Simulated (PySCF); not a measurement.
## Choosing a basis for TDDFT

Species: pyrimidine, C4H4N2.
Z-matrix (Å and degrees, PBE0-D3(BJ)/def2-SVP geometry), rows numbered from 1:
```
C 
C   1  1.3927
N   2  1.3304  1  122.16
C   3  1.3301  2  116.29  1    -0.03
N   4  1.3299  3  126.84  2     0.00
C   5  1.3304  4  116.30  3     0.05
H   1  1.0915  2  121.87  3  -180.00
H   2  1.0966  1  120.99  3  -179.98
H   4  1.0968  3  116.59  2   179.99
H   6  1.0966  1  120.98  2  -179.98
```

TDDFT with PBE0 (PySCF), vertical singlets, core orbitals frozen in the response, spherical d and f functions. Isolated species at its PBE0-D3(BJ)/def2-SVP geometry, gas phase.

Compare 6-31G*, def2-SVP, def2-SVPD and def2-TZVP for this molecule.

| basis | functions | diffuse | S1 (eV) | S2 (eV) | S3 (eV) | S4 (eV) | S5 (eV) | LUMO (eV) | α (au) |
| --- | --- | --- | --- | --- | --- | --- | --- | --- | --- |
| 6-31G* | 92 | no | 4.41 | 4.71 | 5.90 | 6.01 | 6.15 | -0.96 | 46.0 |
| def2-SVP | 104 | no | 4.32 | 4.61 | 5.74 | 5.97 | 6.00 | -1.18 | 47.8 |
| def2-SVPD | 152 | yes | 4.33 | 4.65 | 5.72 | 5.90 | 6.00 | -1.37 | 55.9 |
| def2-TZVP | 210 | no | 4.34 | 4.66 | 5.80 | 5.89 | 6.07 | -1.29 | 54.5 |

States are compared by their number. Against the only diffuse basis here (def2-SVPD, itself not a converged limit), sets without diffuse functions differ by up to 0.08 eV in S1 and 0.16 eV in S5. State by state, the largest deviation of a set without diffuse functions is S1 0.08, S2 0.06, S3 0.18, S4 0.11, S5 0.16 eV. The same number needn't mean the same state in each row. Against def2-SVPD the polarisability deviates by -18% in 6-31G*, -15% in def2-SVP, -3% in def2-TZVP.
